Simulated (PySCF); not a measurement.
CH2=CHCH2F: full NMR table

```yaml
Formula: C3H5F
SMILES: C=CCF
Point_group_of_the_computed_structure: Cs
Degrees_of_unsaturation: 1
Carbon_signals: 3
Proton_signals: 4
```

Molfile (atoms numbered from 1):
```
C3H5F
     RDKit          3D

  9  8  0  0  0  0  0  0  0  0999 V2000
    1.2991    0.3322    0.3428 C   0  0  0  0  0  0  0  0  0  0  0  0
    0.3422   -0.0694   -0.4708 C   0  0  0  0  0  0  0  0  0  0  0  0
   -1.0958   -0.2219   -0.0882 C   0  0  0  0  0  0  0  0  0  0  0  0
   -1.3272    0.1117    1.2215 F   0  0  0  0  0  0  0  0  0  0  0  0
    1.0936    0.5843    1.3694 H   0  0  0  0  0  0  0  0  0  0  0  0
    2.3195    0.4246    0.0151 H   0  0  0  0  0  0  0  0  0  0  0  0
    0.5396   -0.3251   -1.5028 H   0  0  0  0  0  0  0  0  0  0  0  0
   -1.7325    0.4314   -0.6988 H   0  0  0  0  0  0  0  0  0  0  0  0
   -1.4250   -1.2617   -0.2134 H   0  0  0  0  0  0  0  0  0  0  0  0
  1  2  2  0
  2  3  1  0
  3  4  1  0
  1  5  1  0
  1  6  1  0
  2  7  1  0
  3  8  1  0
  3  9  1  0
M  END
```

Computational details: geometry: GFN2-xTB, B3LYP/pcJ-1 coupling constants, PBE0/pcSseg-1 with gauge-including orbitals, in PySCF 2.14 (a single conformation, fast rotation and ring inversion assumed for equivalent nuclei, no solvent, no relativistic terms).

Shifts are taken against calculated references (same method and geometry level): TMS for ¹H and ¹³C; ¹⁹F vs CFCl3.

| carbon | δC, type | δH (multiplicity, J in Hz) | HMBC from (abs. J ≥ 3 Hz) | span of the C tensor (ppm) |
| --- | --- | --- | --- | --- |
| C1 | 119.3, CH2 | H5 5.89 (m); H6 5.61 (m) | H8/H9 | 230 |
| C2 | 141.9, CH | 5.98 (m) | H8/H9 | 221 |
| C3 | 86.7, CH2 | 5.31 (m) | H7, H5, H6 | 76 |

Other nuclei:
| atoms | nucleus | environment | δ (ppm) | σ (ppm) |
| --- | --- | --- | --- | --- |
| F4 | ¹⁹F | fluorine on an sp3 carbon | -262.0 | 432.9 |

Selected couplings (Hz, signed; the shortest-range and largest first, 30 at most; isotopes ¹³C, ¹⁹F, ¹H): ¹J(C3,F4) -230.9, ¹J(C1,H5) 166.4, ¹J(C1,H6) 166.0, ¹J(C2,H7) 159.5, ¹J(C3,H8) 153.7, ¹J(C1,C2) 85.2, ¹J(C2,C3) 47.9, ²J(F4,H8) 52.8, ²J(C2,F4) 12.8, ²J(C1,C3) -2.3, ³J(F4,H7) 24.9, ³J(H5,H7) 18.8, ³J(C1,F4) 13.4, ³J(H6,H7) 12.6, ³J(H7,H8) 2.8, ⁴J(H5,H8) -3.4, ⁴J(F4,H6) 3.3, ⁴J(H6,H8) -3.2, ⁴J(F4,H5) 1.3.

Carbon types of the structure: 1 × CH, 2 × CH2, which accounts for all hydrogens. δC 141.9: alkene CH; the olefinic region. δC 119.3: terminal =CH2 carbon; an sp2 carbon of a C=C bond. δC 86.7: allylic sp3 CH2 bonded to F; pulled downfield by the heteroatom. δH 5.98: hydrogen on an alkene CH; attached to an sp2 carbon and in the plane of the double bond. δH 5.31: hydrogen on an allylic sp3 CH2 bonded to F; its carbon carries F, an electronegative neighbour.

Common functionals overestimate the size of one-bond C–F couplings by tens of Hz; these are unscaled. Multiplet labels drop couplings under 1 Hz and merge nearly equal ones. Unscaled 3J(H,H) at this level run about 10 % above measured values. Shifts are as computed. Against solution values, carbons near 30 ppm lie about +3 ppm off and those near 130 ppm about +5 ppm. Of 1211 compounds with measured shifts, 218 miss one by over three times the rms of a fit or turn the order of signals round; such compounds aren't used in these exercises. Couplings across =CH–CH2 type bonds come from one rotamer and its mirror image, and can be 1–2 Hz further off. Unscaled 19F shifts against computed CFCl3 carry errors that often reach 10 to 50 ppm. Vicinal couplings across rotatable single bonds and in flexible rings belong to the one computed conformer; a conformer average would change them.
